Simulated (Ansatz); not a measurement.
Chalcopyrite ZnGeP₂

Computed with PBEsol (Ansatz, a first-principles code, PAW).

Numerical settings: plane-wave cutoff 500 eV, 8×8×8 k mesh, gaussian smearing 0.02 eV, scalar-relativistic PAW data made under PBE.

Cell: relaxed at this level.

```json
{
 "equilibrium_volume_per_atom": "19.69 Å³/atom",
 "lattice_constant_a": "5.424 Å",
 "lattice_parameter_c": "10.709 Å",
 "band_gap": "1.12 eV (on the SCF k mesh)"
}
```

Measured, for comparison: band gap 2.05 eV (temperature not stated, not corrected to a static lattice, pseudodirect, our sources range from 1.80 to 2.20; as tabulated in Rashkeev et al. (1999), arXiv:cond-mat/9809378); lattice constant a 5.463 Å, lattice parameter c 10.74 Å (temperature not stated, not corrected to a static lattice; as tabulated in Rashkeev et al. (1999), arXiv:cond-mat/9809378). Computed (rounded) less measured: lattice constant a -0.7 %, lattice parameter c -0.3 %. A static lattice is as a rule a little smaller and stiffer than an uncorrected measurement, which can account for part of this.

Spin–orbit coupling is not included.

The result took around 3 core-minutes (rough).
